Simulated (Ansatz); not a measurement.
## C6H6 (benzene): methods side by side

The species is C6H6 (12 atoms), meant as a singlet with charge 0. As SMILES, `c1ccccc1`. The shape is that of a PBE0-D4/def2-TZVP optimisation.

Each level gives the atomisation enthalpy at 298 K (kJ/mol). The values are calculated. The thermal term (zero-point and 298 K enthalpy, harmonic and unscaled) is that of HF/6-31G*; the spin-orbit lowering of the free atoms at 298 K, 0.1 kJ/mol by their spectra, is taken off.

**The experiment to reproduce.** Active Thermochemical Tables gives the atomisation enthalpy at 298 K of the gas as 5526 kJ/mol.

```json
{"level": "HF/def2-SVP", "kind": "Hartree–Fock", "program": "Ansatz", "value (kJ/mol)": "4160", "computed − measured": "-1366", "CPU time (all runs)": "3.4 s"}
{"level": "SVWN5/def2-SVP", "kind": "LDA", "program": "Ansatz", "value (kJ/mol)": "6434", "computed − measured": "+908", "CPU time (all runs)": "3.9 s"}
{"level": "revPBE/def2-SVP", "kind": "GGA", "program": "Ansatz", "value (kJ/mol)": "5534", "computed − measured": "+8", "CPU time (all runs)": "5.4 s"}
{"level": "r2SCAN/def2-SVP", "kind": "meta-GGA", "program": "Ansatz", "value (kJ/mol)": "5598", "computed − measured": "+72", "CPU time (all runs)": "8.9 s"}
{"level": "PBE0/def2-SVP", "kind": "global hybrid", "program": "Ansatz", "value (kJ/mol)": "5648", "computed − measured": "+122", "CPU time (all runs)": "6.3 s"}
{"level": "CAM-B3LYP/def2-SVP", "kind": "range-separated hybrid", "program": "Ansatz", "value (kJ/mol)": "5564", "computed − measured": "+38", "CPU time (all runs)": "7 s"}
{"level": "B2PLYP/def2-SVP", "kind": "double hybrid", "program": "Ansatz", "value (kJ/mol)": "5487", "computed − measured": "-39", "CPU time (all runs)": "9.2 s"}
{"level": "RPA@PBE0/def2-SVP", "kind": "RPA", "program": "Ansatz", "value (kJ/mol)": "5164", "computed − measured": "-362", "CPU time (all runs)": "12 s"}
{"level": "MP2/def2-SVP", "kind": "perturbation theory", "program": "Ansatz", "value (kJ/mol)": "5417", "computed − measured": "-109", "CPU time (all runs)": "4.1 s"}
{"level": "CCSD(T)/def2-SVP", "kind": "coupled cluster or CI", "program": "Ansatz", "value (kJ/mol)": "5300", "computed − measured": "-226", "CPU time (all runs)": "30 s"}
```

Nearest: revPBE/def2-SVP (+8 kJ/mol); farthest: HF/def2-SVP (-1366 kJ/mol). Computed less measured by kind, in kJ/mol (def2-SVP rows): Hartree–Fock -1366; LDA +908; GGA +8; meta-GGA +72; global hybrid +122; range-separated hybrid +38; double hybrid -39; RPA -362; perturbation theory -109; coupled cluster or CI -226. Wave-function methods converge slowly with the basis and bind too weakly in sets of this size; that is part of their error here. Times are those of the runs behind each value, whatever else they computed, on shared processors of several kinds: orders of magnitude only.
